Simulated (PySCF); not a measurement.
PySCF job for C2H, SMILES [C]#C, multiplicity 2, TDA-CAM-B3LYP/def2-TZVPD. Coordinates come from a PBE0-D3(BJ)/def2-TZVPD optimisation. The isomer is the one that the SMILES or the coordinates give; other isomers of the formula were not compared.

```python
import numpy as np
from pyscf import gto, scf, dft, tdscf

mol = gto.M(
    atom='''
    C     0.00000000    0.00000000    0.72832599
    C     0.00000000    0.00000000   -0.47198018
    H     0.00000000    0.00000000   -1.53807482
    ''',
    basis='def2-TZVPD',
    charge=0,
    spin=1,
    max_memory=1600,
    verbose=4,
)
mf = dft.UKS(mol, xc='cam-b3lyp').density_fit(auxbasis='def2-universal-jkfit')
mf.grids.level = 3
mf.conv_tol = 1e-9
mf.max_cycle = 100
mf.kernel()
fine, coarse = mf.grids, dft.Grids(mol).set(level=1).build(with_non0tab=True)
for _ in range(3):  # follow internal instabilities
    mf.grids = coarse
    mo, _, stable, _ = mf.stability(return_status=True, nroots=4)
    mf.grids = fine
    if stable:
        break
    mf.kernel(mf.make_rdm1(mo, mf.mo_occ))
mf.grids = dft.Grids(mol).set(level=1).build(with_non0tab=True)  # coarser grid for the response kernel
td = tdscf.TDA(mf)
td.nstates = 10
td.conv_tol = 1e-4
td.kernel(x0=td.get_init_guess(mf, 15))
td.analyze()
```

Program output:

```
PySCF version 2.14.0

[INPUT] verbose = 4
[INPUT] num. atoms = 3
[INPUT] num. electrons = 13
[INPUT] charge = 0
[INPUT] spin (= nelec alpha-beta = 2S) = 1
[INPUT] symmetry False subgroup None
[INPUT] Mole.unit = angstrom
[INPUT] Symbol           X                Y                Z      unit          X                Y                Z       unit  Magmom
[INPUT]  1 C      0.000000000000   0.000000000000   0.728325990000 AA    0.000000000000   0.000000000000   1.376336650503 Bohr   0.0
[INPUT]  2 C      0.000000000000   0.000000000000  -0.471980180000 AA    0.000000000000   0.000000000000  -0.891913276423 Bohr   0.0
[INPUT]  3 H      0.000000000000   0.000000000000  -1.538074820000 AA    0.000000000000   0.000000000000  -2.906540168890 Bohr   0.0

nuclear repulsion = 20.2504133816582
number of shells = 31
number of NR pGTOs = 115
number of NR cGTOs = 83
basis = def2-TZVPD
ecp = {}


[settings echo left out]
init E= -76.7264851573902
  alpha nocc = 7  HOMO = -0.326079909660168  LUMO = 0.0160504025058547
  beta  nocc = 6  HOMO = -0.33314284649863  LUMO = -0.326079909660169

WARN: HOMO -0.326079909660168 >= LUMO -0.326079909660169

cycle= 1 E= -76.566629523231  delta_E= 0.16  |g|= 0.192  |ddm|= 1.38
  alpha nocc = 7  HOMO = -0.364173723179962  LUMO = 0.0495625591878093
  beta  nocc = 6  HOMO = -0.348239494289562  LUMO = -0.169113972595792
  HOMO = -0.34823949429  LUMO = -0.169113972596  gap/eV = 4.87425
cycle= 2 E= -76.572586563044  delta_E= -0.00596  |g|= 0.184  |ddm|= 0.437
  alpha nocc = 7  HOMO = -0.381946035658994  LUMO = 0.0439333206640988
  beta  nocc = 6  HOMO = -0.368747380630854  LUMO = -0.146120105004552
  HOMO = -0.368747380631  LUMO = -0.146120105005  gap/eV = 6.05800
cycle= 3 E= -76.5873589848789  delta_E= -0.0148  |g|= 0.0666  |ddm|= 0.13
  alpha nocc = 7  HOMO = -0.387959423068551  LUMO = 0.0473145212596755
  beta  nocc = 6  HOMO = -0.373761820927865  LUMO = -0.153873130134311
  HOMO = -0.373761820928  LUMO = -0.153873130134  gap/eV = 5.98348
cycle= 4 E= -76.5900118279569  delta_E= -0.00265  |g|= 0.0167  |ddm|= 0.0869
  alpha nocc = 7  HOMO = -0.382349627246598  LUMO = 0.0477856340626772
  beta  nocc = 6  HOMO = -0.368176633204638  LUMO = -0.145036528069625
  HOMO = -0.368176633205  LUMO = -0.14503652807  gap/eV = 6.07195
cycle= 5 E= -76.5904307285106  delta_E= -0.000419  |g|= 0.00712  |ddm|= 0.0358
  alpha nocc = 7  HOMO = -0.383650741576474  LUMO = 0.0476408060305964
  beta  nocc = 6  HOMO = -0.369284989797441  LUMO = -0.145202076101352
  HOMO = -0.369284989797  LUMO = -0.145202076101  gap/eV = 6.09761
cycle= 6 E= -76.5905985740101  delta_E= -0.000168  |g|= 0.00424  |ddm|= 0.0157
  alpha nocc = 7  HOMO = -0.383356014299351  LUMO = 0.0476933311954504
  beta  nocc = 6  HOMO = -0.368860428383068  LUMO = -0.144133227513606
  HOMO = -0.368860428383  LUMO = -0.144133227514  gap/eV = 6.11514
cycle= 7 E= -76.590695738799  delta_E= -9.72e-05  |g|= 0.00154  |ddm|= 0.0211
  alpha nocc = 7  HOMO = -0.383440756874745  LUMO = 0.0477426825146345
  beta  nocc = 6  HOMO = -0.368990920600853  LUMO = -0.143834923062172
  HOMO = -0.368990920601  LUMO = -0.143834923062  gap/eV = 6.12681
cycle= 8 E= -76.5907092039688  delta_E= -1.35e-05  |g|= 0.000311  |ddm|= 0.0106
  alpha nocc = 7  HOMO = -0.383409349611373  LUMO = 0.0477224205572817
  beta  nocc = 6  HOMO = -0.36900343535037  LUMO = -0.143764767844392
  HOMO = -0.36900343535  LUMO = -0.143764767844  gap/eV = 6.12906
cycle= 9 E= -76.5907095022069  delta_E= -2.98e-07  |g|= 6.66e-05  |ddm|= 0.00121
  alpha nocc = 7  HOMO = -0.383418190849029  LUMO = 0.0477273119842003
  beta  nocc = 6  HOMO = -0.369010299717268  LUMO = -0.143777582611584
  HOMO = -0.369010299717  LUMO = -0.143777582612  gap/eV = 6.12889
cycle= 10 E= -76.59070950636  delta_E= -4.15e-09  |g|= 1.23e-05  |ddm|= 0.000332
  alpha nocc = 7  HOMO = -0.383417336164359  LUMO = 0.0477265962943747
  beta  nocc = 6  HOMO = -0.369010521344  LUMO = -0.143777423089041
  HOMO = -0.369010521344  LUMO = -0.143777423089  gap/eV = 6.12890
cycle= 11 E= -76.5907095065869  delta_E= -2.27e-10  |g|= 2.66e-06  |ddm|= 5.73e-05
  alpha nocc = 7  HOMO = -0.383417360368965  LUMO = 0.0477265663733988
  beta  nocc = 6  HOMO = -0.369010509807096  LUMO = -0.14377733476201
  HOMO = -0.369010509807  LUMO = -0.143777334762  gap/eV = 6.12891
Extra cycle  E= -76.5907095065959  delta_E= -9e-12  |g|= 1.25e-06  |ddm|= 1.18e-05
converged SCF energy = -76.5907095065959  <S^2> = 0.77634721  2S+1 = 2.0261759
tot grids = 12832
uhf_internal: lowest eigs of H = [0.04496357 0.04497978 0.26538152 0.34698583]
<class 'pyscf.df.df_jk.DFUKS'> wavefunction is stable in the internal stability analysis
tot grids = 12832


******** <class 'pyscf.tdscf.uks.TDA'> for <class 'pyscf.df.df_jk.DFUKS'> ********
nstates = 10
deg_eia_thresh = 1.000e-03
wfnsym = None
conv_tol = 0.0001
eigh lindep = 1e-12
eigh level_shift = 0
eigh max_cycle = 100


Excitation energies (eV)
[0.81795869 0.81795869 5.71757026 6.231462   6.23148523 6.86612235
 7.10755719 7.24230779 7.2423298  8.19046892]

** Excitation energies and oscillator strengths **
Excited State   1:      0.81796 eV   1515.78 nm  f=0.0014
       5b ->    7b      0.27063
       6b ->    7b     -0.95560
Excited State   2:      0.81796 eV   1515.78 nm  f=0.0014
       5b ->    7b      0.95560
       6b ->    7b      0.27063
Excited State   3:      5.71757 eV    216.85 nm  f=0.0000
       6a ->    9a     -0.30655
       6a ->   10a     -0.38428
       7a ->    9a     -0.38428
       7a ->   10a      0.30655
       5b ->    9b      0.43621
       5b ->   10b     -0.15029
       5b ->   18b     -0.13689
       6b ->    9b      0.15029
       6b ->   10b      0.43621
       6b ->   19b     -0.13689
Excited State   4:      6.23146 eV    198.96 nm  f=0.0000
       6a ->    9a     -0.53472
       6a ->   19a      0.11510
       7a ->   10a     -0.53472
       7a ->   18a      0.11510
       5b ->   10b      0.42365
       5b ->   19b     -0.11465
       6b ->    9b      0.42365
       6b ->   18b     -0.11465
Excited State   5:      6.23149 eV    198.96 nm  f=0.0000
       6a ->   10a     -0.53472
       6a ->   18a      0.11510
       7a ->    9a      0.53472
       7a ->   19a     -0.11510
       5b ->    9b     -0.42365
       5b ->   18b      0.11465
       6b ->   10b      0.42365
       6b ->   19b     -0.11465
Excited State   6:      6.86612 eV    180.57 nm  f=0.0000
       6a ->    9a     -0.54381
       6a ->   10a      0.43381
       7a ->    9a      0.43381
       7a ->   10a      0.54381
Excited State   7:      7.10756 eV    174.44 nm  f=0.0000
       5b ->    9b     -0.22561
       5b ->   10b     -0.65484
       5b ->   19b      0.13428
       6b ->    9b      0.65484
       6b ->   10b     -0.22561
       6b ->   18b     -0.13428
Excited State   8:      7.24231 eV    171.19 nm  f=0.0000
       6a ->    9a      0.43590
       7a ->   10a      0.43590
       5b ->   10b      0.53856
       5b ->   19b     -0.10011
       6b ->    9b      0.53856
       6b ->   18b     -0.10011
Excited State   9:      7.24233 eV    171.19 nm  f=0.0000
       6a ->   10a     -0.43590
       7a ->    9a      0.43590
       5b ->    9b      0.53856
       5b ->   18b     -0.10010
       6b ->   10b     -0.53856
       6b ->   19b      0.10010
Excited State  10:      8.19047 eV    151.38 nm  f=0.0276
       6a ->    8a     -0.12055
       5b ->    8b      0.12944
       6b ->    8b      0.97028

** Transition electric dipole moments (AU) **
state          X           Y           Z        Dip. S.      Osc.
  1         0.0150     -0.2624     -0.0000      0.0691      0.0014
  2         0.2624      0.0150      0.0000      0.0691      0.0014
  3        -0.0000      0.0000     -0.0144      0.0002      0.0000
  4         0.0000      0.0000     -0.0000      0.0000      0.0000
  5        -0.0000     -0.0000      0.0000      0.0000      0.0000
  6        -0.0000      0.0000      0.0000      0.0000      0.0000
  7        -0.0000     -0.0000     -0.0000      0.0000      0.0000
  8         0.0000      0.0000     -0.0000      0.0000      0.0000
  9        -0.0000     -0.0000     -0.0000      0.0000      0.0000
 10         0.1276      0.3479     -0.0000      0.1373      0.0276

** Transition velocity dipole moments (imaginary part, AU) **
state          X           Y           Z        Dip. S.      Osc.
  1        -0.0008      0.0140      0.0000      0.0002      0.0043
  2        -0.0140     -0.0008      0.0000      0.0002      0.0043
  3        -0.0000     -0.0000     -0.0244      0.0006      0.0019
  4        -0.0000     -0.0000     -0.0000      0.0000      0.0000
  5        -0.0000      0.0000     -0.0000      0.0000      0.0000
  6         0.0000      0.0000      0.0000      0.0000      0.0000
  7         0.0000      0.0000     -0.0000      0.0000      0.0000
  8         0.0000     -0.0000     -0.0000      0.0000      0.0000
  9         0.0000      0.0000     -0.0000      0.0000      0.0000
 10         0.0384      0.1048     -0.0000      0.0125      0.0276

** Transition magnetic dipole moments (imaginary part, AU) **
state          X           Y           Z
  1         0.5307      0.0304      0.0000
  2        -0.0304      0.5307      0.0000
  3         0.0000     -0.0000     -0.0000
  4        -0.0000     -0.0000     -0.0000
  5        -0.0000      0.0000     -0.0000
  6         0.0000      0.0000     -0.0000
  7         0.0000      0.0000      0.0000
  8        -0.0000      0.0000      0.0000
  9        -0.0000     -0.0000     -0.0000
 10         0.0288     -0.0106      0.0000
```

Self-consistency was reached.
